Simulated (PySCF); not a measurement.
## Name the molecule from its bond curve

A diatomic of charge 0 contains B (the partner may be the same element). Its triplet curve at PBE0 in a double-zeta basis (no relativity, PySCF), in eV from the separated fragments:

(R (Å), E (eV)): (1.354, -2.395), (1.417, -2.902), (1.480, -3.191), (1.527, -3.297), (1.574, -3.327), (1.621, -3.299), (1.684, -3.191), (1.763, -2.977), (1.857, -2.653), (1.983, -2.183)

The fit gives ωe = 1147 cm⁻¹ and the rotational constant Bₑ = 1.237 cm⁻¹.

Which atom is the partner?

The minimum lies at 1.573 Å, so the reduced mass is 16.8576 u Å² cm⁻¹/(Bₑ·Re²) = 5.508 u. With B at 11.01 u the partner weighs about 11.0 u: B. The molecule is B2.

The state is the lowest determinant that a PBE0 search found; another state may lie lower at other levels.
